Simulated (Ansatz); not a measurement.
# AlMgH (triplet): the correlation ladder at angle Mg2–Al1–H3 = 68.2°, 6-31G

How much of the correlation energy of AlMgH (triplet) does each wave-function method recover here?

Computed with Ansatz 0.2.0, Gaussian basis. Level: 6-31G, core rule «outside noble gas», up to 10 orbitals frozen.

To be run: UHF; CCSD(T) on ROHF; CCSD(T) on UHF; BCCD(T) on ROHF; CISD; CCSDT(Q) on ROHF; CCSDT(Q) on UHF; CCSDTQ on ROHF; CCSDTQ on UHF; CASSCF and MRCISD+Q, 4 electrons in 4 orbitals; CASSCF and NEVPT2, 4 electrons in 4 orbitals; CASSCF and MRCISD+Q, 6 electrons in 9 orbitals; CASSCF and MRCISD+Q(relaxed), 6 electrons in 9 orbitals; CASSCF and NEVPT2, 6 electrons in 9 orbitals; Full CI.

14 further runs of the same task are left out: 8 that didn't finish, 6 set aside as unsound or not needed.

### Step 1. The system

The geometry derives from a PBE0/def2-TZVP stationary point (not a proven minimum). One angle is set to the value named; bond lengths are kept.

3 atoms, charge 0, spin multiplicity 3.

Atoms are counted from 1 here; the program's logs count them from 0.

Bond lengths: Al1–H3 1.606 Å.

### Step 2. UHF

in.yaml

```yaml
crystal:
  periodic: [false, false, false]
  atoms:
    - {symbol: Al, position_ang: [-1.055433, 0.000000, 0.679880]}
    - {symbol: Mg, position_ang: [1.160290, 0.000000, -0.820278]}
    - {symbol: H, position_ang: [0.274183, 0.000000, 1.580098]}
basis:
  gaussian: {orbitals: 6-31G}
magnetization: {spin_polarized: true, initial_magnetization: 2}
hamiltonian: {xc: hf}
output: {orbitals: {seedname: orbitals}}
```

On the command line:

```sh
> ansatz run in.yaml --threads 1 --pin off --events-out ev --progress --plain --max-ram 2393MiB
```

The runs that follow: CCSD(T) on ROHF; CCSD(T) on UHF; BCCD(T) on ROHF; CISD; CCSDT(Q) on ROHF; CCSDT(Q) on UHF; CCSDTQ on ROHF; CCSDTQ on UHF; CASSCF and MRCISD+Q, 4 electrons in 4 orbitals; CASSCF and NEVPT2, 4 electrons in 4 orbitals; CASSCF and MRCISD+Q, 6 electrons in 9 orbitals; CASSCF and MRCISD+Q(relaxed), 6 electrons in 9 orbitals; CASSCF and NEVPT2, 6 electrons in 9 orbitals; Full CI.

Q: Predict the results of all the runs planned. Wanted: FCI below the RHF energy; RMP2 from FCI; UMP2 from FCI; RCCSD from FCI; RCCSD(T) from FCI; UCCSD(T) from FCI; RCCSDT(Q) from FCI; UCCSDT(Q) from FCI; NEVPT2 valence from FCI.

**Answer**, as computed:

| quantity | value |
| --- | --- |
| FCI below the RHF energy | -1.7712 eV |
| RMP2 from FCI | +16.54 kcal/mol |
| UMP2 from FCI | +16.51 kcal/mol |
| RCCSD from FCI | +1.89 kcal/mol |
| RCCSD(T) from FCI | +0.71 kcal/mol |
| UCCSD(T) from FCI | +0.70 kcal/mol |
| RCCSDT(Q) from FCI | +0.02 kcal/mol |
| UCCSDT(Q) from FCI | +0.01 kcal/mol |
| NEVPT2 valence from FCI | +2.74 kcal/mol |
| MRCISD+Q valence from FCI | +0.15 kcal/mol |
| MRCISD+Q(relaxed) valence from FCI | -0.04 kcal/mol |
| levels within 1 kcal/mol (43 meV) | RCCSD(T), UCCSD(T), BCCD(T), RCCSDT, UCCSDT, RCCSDT(Q), UCCSDT(Q), RCCSDTQ, UCCSDTQ, MRCISD valence, MRCISD+Q valence, MRCISD+Q(relaxed) valence |
| T1 diagnostic | 0.040 |
| effectively unpaired electrons | 2.15 |

In words: RCCSD(T) misses by +0.71 kcal/mol, 1.7 % of the correlation energy. The occupations are near whole numbers, but T1 = 0.040 shows that the orbitals relax strongly. Of the multireference levels listed MRCISD+Q(relaxed) valence comes nearest in total energy (-0.04 kcal/mol), which doesn't show that its space is the better one. Coupled cluster took another determinant than the lowest Hartree-Fock one. These misses are within one basis, not against nature; the frozen cores of restricted and unrestricted runs differ, which can shift their rows.
